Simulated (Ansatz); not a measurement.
Reaction (SMILES): [C-]#[NH+] (C-NH) → C atom + H atom + N atom
B3LYP-D3(BJ)/def2-TZVP geometries, fixed; electronic energies without zero-point terms.
Largest species:
```
N
C 1 1.1640
H 1 0.9974 2 180.00
```
Charge 0, spin multiplicity 1.

Basis-set convergence of the atomisation energy at CCSD(T) with Ansatz (a program for electronic structure). All functions are spherical. Cores are frozen. Open shells are unrestricted. No added dispersion term, no relativity. Functions are those of the species that has most. Reference: Hartree-Fock in aug-cc-pVQZ plus the correlation part extrapolated as X^-3 from aug-cc-pVTZ and aug-cc-pVQZ, 296.73 kcal/mol, itself unsure by roughly 1.41 kcal/mol (a third of the extrapolation step and of the last Hartree-Fock step). Deviations are taken from unrounded values.

| basis | functions | atomisation energy (kcal/mol) | minus reference (kcal/mol) |
|---|---|---|---|
| STO-3G | 11 | 240.36 | -56.37 |
| def2-SV(P) | 30 | 271.60 | -25.12 |
| cc-pVDZ | 33 | 266.40 | -30.32 |
| pcseg-1 | 33 | 273.93 | -22.79 |
| 6-311++G(3df,3pd) | 96 | 289.11 | -7.62 |
| aug-cc-pVTZ | 115 | 287.82 | -8.91 |
| pcseg-3 | 153 | 293.55 | -3.18 |
| def2-QZVPPD | 159 | 292.68 | -4.05 |
| cc-pV5Z | 237 | 294.53 | -2.19 |
